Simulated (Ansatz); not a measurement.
We consider α-phase Ga, described by B3LYP (VWN-RPA form) (plane waves, PAW; Ansatz, an electronic-structure program).

Settings: plane-wave cutoff 460 eV, 8×8×6 k mesh (along the axes of the cell as run), Fermi–Dirac smearing 0.05 eV, scalar-relativistic PAW data made under PBE.

Computed at the level's own relaxed cell.

Estimate the lattice constant a, lattice parameter b and c axis length that the calculation returns.


- lattice constant a: 4.771 Å
- lattice parameter b: 7.815 Å
- c axis length: 4.554 Å

Static lattice: no zero-point or thermal effects.

The result took very roughly 60 core-minutes.
